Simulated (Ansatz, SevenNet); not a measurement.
For wurtzite ZnO, the machine-learned potential SevenNet-l3i5 (trained on PBE and PBE+U data) gives:

- lattice parameter a = 3.288 Å
- c axis length = 5.303 Å

### Question
What does PBE0-D3(BJ) (Ansatz, a quantum-chemistry and plane-wave program, plane waves, PAW) give for the same quantities?

### Answer

- lattice constant a: 3.225 Å (falls by 1.9 %)
- lattice parameter c: 5.183 Å (falls by 2.3 %)

For comparison: lattice constant a 3.248 Å (measured, 4 K, zero-point motion not removed; as tabulated in arXiv:1206.3780); lattice parameter c 5.204 Å (measured, 4 K, zero-point motion not removed; as tabulated in arXiv:1206.3780).

Changes are worked out from the printed values.

Unless a cell is named, each level is at its own relaxed cell (SevenNet-l3i5 12.42, PBE0-D3(BJ) 11.67 Å³/atom).

Ansatz's density-functional and Hartree–Fock values are scalar-relativistic unless marked +SOC, with PAW data made under PBE.
